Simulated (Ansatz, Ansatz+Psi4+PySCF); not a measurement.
Two shapes of singlet NH3.

Shape 1:

```xyz
4

N     0.0000    0.0000    0.1165
H     0.0000    0.9397   -0.2718
H     0.8138   -0.4699   -0.2718
H    -0.8138   -0.4699   -0.2718
```

Shape 2:

```xyz
4

N     0.0000    0.0000    0.1108
H     0.0000    0.9213   -0.2699
H     0.7978   -0.4606   -0.2699
H    -0.7978   -0.4606   -0.2699
```

Basis set: cc-pVTZ (spherical functions). Correlated methods keep 1 orbital frozen. Charge 0, multiplicity 1.

Computed with Ansatz (development build ahead of 0.2.0) and Psi4 1.11; each method stands on the lowest determinant of its kind that the runs found.

(1) Which shape is lower in energy, and by how much in each method?

## Answers

(1)

```json
{"method": "RHF", "E(2) − E(1) (eV)": "-0.018"}
{"method": "RHF-MP2", "E(2) − E(1) (eV)": "0.011"}
{"method": "RHF-CCSD(T)", "E(2) − E(1) (eV)": "0.017"}
```

The methods disagree on the order.
